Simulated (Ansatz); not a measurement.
bcc K was calculated with PBEsol-D3(BJ) (Ansatz, an electronic-structure program, PAW).

Numerical settings: plane-wave cutoff 520 eV, 16×16×16 k mesh, Fermi–Dirac smearing 0.05 eV, scalar-relativistic PAW data made under PBE.

Computed at the level's own relaxed cell.

### Question
Estimate the volume per atom, bulk modulus, equilibrium lattice constant a and pressure derivative B′ of the bulk modulus that the calculation returns.

### Answer

- volume per atom = 65.63 Å³/atom
- bulk modulus = 4.18 GPa
- equilibrium lattice constant a = 5.082 Å
- pressure derivative B′ of the bulk modulus = 3.7

The run finds no gap.

Measured, for comparison: equilibrium volume per atom 70.79 Å³/atom, lattice constant a 5.212 Å (low-temperature or extrapolated to 0 K; zero-point anharmonic expansion removed; as tabulated in Csonka et al. (2009), arXiv:0903.4037); bulk modulus 3.75 GPa (corrected for temperature and zero-point phonon effects; as tabulated in Levämäki et al. (2014), arXiv:1402.3671). Computed (rounded) less measured: equilibrium volume per atom -7.3 %, bulk modulus +11 %, lattice constant a -2.5 %.
